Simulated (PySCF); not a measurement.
Compound: C2HF.
SMILES with atom numbers: `[CH:1]#[C:2][F:3]` (hydrogens: H4 on C1)

Method: PBE0-D3(BJ)/def2-SVP geometry optimisation, gas phase (PySCF 2.14.0); density fitting, grid level 1; the optimiser is geomeTRIC in internal coordinates, started from a GFN2-xTB structure.

Geometry at step 2:
```
atom  x, y, z in Å
C1     -0.6163   -0.0299    0.0186
C2      0.5184   -0.0373   -0.3841
F3      1.6986   -0.0117   -0.8537
H4     -1.6189   -0.0405    0.4000
```

Q: Give the atomic forces at this geometry.

A: 
```csv
atom,Fx (eV/Å),Fy (eV/Å),Fz (eV/Å)
C1,0.054,-0.049,0.053
C2,-0.076,0.101,-0.126
F3,0.024,-0.056,0.076
H4,-0.002,0.004,-0.004
```

The largest, 0.18 eV/Å, acts on C2; the rms over all components is 0.064 eV/Å. The forces sum to zero within rounding, as they must for an isolated molecule in no field.

Q: Give the force on C2 in Eh/bohr and in nN.

A: 0.178 eV/Å ÷ 51.422 = 0.00347 Eh/bohr, and 0.178 eV/Å × 1.602 = 0.29 nN.

Q: How far is this geometry from the end of the optimisation?

A: 0.003 eV above it, and 0.012 Å rms away after alignment. The bonds farthest from their final lengths, with half the difference of the two atoms' forces along the bond (positive lengthens):

| bond | now (Å) | final (Å) | force along bond (eV/Å) |
| --- | --- | --- | --- |
| C1≡C2 | 1.204 | 1.204 | -0.03 |

The angle farthest from its final value is C1–C2–F3, 177.4° against 180.0°.

What follows is the cost of the whole optimisation. The run took 2.1 s of wall time on Arm Neoverse V2, one thread, shared host with 96 logical CPUs at a one-minute load of 28, and the process peaked at 0.26 GiB of memory.
